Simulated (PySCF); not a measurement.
Compound: C2H3F3.
InChI=1S/C2H3F3/c1-2(3,4)5/h1H3

Computed with MP2 and CCSD/aug-cc-pVDZ in PySCF, restricted Hartree–Fock reference, frozen core, non-relativistic, gas phase, PBE0-D3(BJ)/def2-SVP geometry.

E(HF) = -375.86761 Eh.

(1) How large is the problem?

(2) What are the MP2 and CCSD correlation energies?

(3) What is the T1 diagnostic?

(4) How does correlation change the dipole moment?

Answers

(1) 142 basis functions and 42 electrons; 5 orbitals frozen, which leaves o = 16 correlated occupied and v = 121 virtual orbitals. That is o·v = 1936 singles and o·v(o·v + 1)/2 = 1875016 distinct closed-shell doubles amplitudes before symmetry; the costliest CCSD step grows as o²v⁴ = 5.5 × 10^10.

(2) MP2 -0.8917 Eh and CCSD -0.9173 Eh, which gives totals of -376.75934 and -376.78486 Eh. That is 0.780 eV for each correlated electron at CCSD (2408 kJ/mol in all, 0.243 % of the total energy); MP2 gives 97.2 % of the CCSD value.

(3) 0.0127, below the customary warning level of 0.02. It is the norm of the spatial-orbital singles amplitudes over the root of the number of correlated electrons, so the norm is 0.072.

(4) HF gives 2.49 D and CCSD (unrelaxed density) 2.25 D, a change of -0.24 D.

No triples correction and no basis-set extrapolation were made.

The job also held the EOM ionisation roots. The run took 4.3 min on one thread of an Arm Neoverse V1, no GPU (shared host), and the process peaked at 2.5 GiB of memory.
